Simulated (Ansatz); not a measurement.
Geometry optimisation, RKS PBE0-D4/def2-SVP in Ansatz 0.2.0.

The input (input.yaml):

```yaml
crystal:
  periodic: [false, false, false]
  atoms:
    - { symbol: C, position_ang: [-0.3634, -0.899, 1.0714] }
    - { symbol: C, position_ang: [0.4965, -0.3527, -0.0482] }
    - { symbol: O, position_ang: [-0.25939, 0.61388, -0.74415] }
    - { symbol: "N", position_ang: [1.66552, 0.34041, 0.29741] }
    - { symbol: C, position_ang: [2.77877, -0.24135, 0.81564] }
    - { symbol: O, position_ang: [2.93713, -1.46988, 0.95014] }
    - { symbol: H, position_ang: [0.1322, -1.5981, 1.6759] }
    - { symbol: H, position_ang: [-1.2602, -1.3281, 0.6363] }
    - { symbol: H, position_ang: [-0.7423, -0.0239, 1.7529] }
    - { symbol: H, position_ang: [0.79247, -1.1903, -0.7161] }
    - { symbol: H, position_ang: [-1.03055, 0.09174, -1.12262] }
    - { symbol: H, position_ang: [1.63097, 1.34293, 0.2379] }
    - { symbol: H, position_ang: [3.60745, 0.48274, 1.12075] }
basis:
  gaussian: { orbitals: def2-SVP }
hamiltonian:
  xc: pbe0
  dispersion: d4
relax:
  f_tol: 0.015
  max_steps: 40
output:
  orbitals: {}
```

Run as:

```bash
$ ansatz run input.yaml --threads 2 --pin off --max-ram 3072MiB --backend cpu --events-out ev --progress --plain --runs-dir out
```

Problem. Where does it end, and by what steps?

Solution. It converged. After 13 steps the energy has fallen by 0.372 eV; O3 moved furthest, 0.20 Å.

```tsv
step	energy less start (eV)	largest force component (eV/Å)	accepted
0	0.0000	2.989	yes
1	-0.3216	1.011	yes
2	-0.3596	0.247	yes
3	-0.3564	0.464	no
4	-0.3657	0.097	yes
5	-0.3691	0.043	yes
6	-0.3706	0.135	yes
7	-0.3712	0.095	yes
8	-0.3716	0.124	yes
9	-0.3718	0.096	yes
10	-0.3712	0.192	no
11	-0.3723	0.025	yes
12	-0.3723	0.028	yes
13	-0.3724	0.010	yes
```

```xyz
13
Properties=species:S:1:pos:R:3
C -0.398 -0.849 1.075
C 0.482 -0.365 -0.065
O -0.180 0.538 -0.909
N 1.641 0.354 0.407
C 2.782 -0.268 0.780
O 2.935 -1.469 0.804
H 0.176 -1.525 1.724
H -1.266 -1.408 0.690
H -0.758 0.006 1.667
H 0.862 -1.245 -0.620
H -1.052 0.181 -1.105
H 1.578 1.365 0.410
H 3.583 0.454 1.070
```

Time of the run: 42 s on 2 threads of Arm Neoverse V2, on a shared host, peak memory 0.28 GiB.
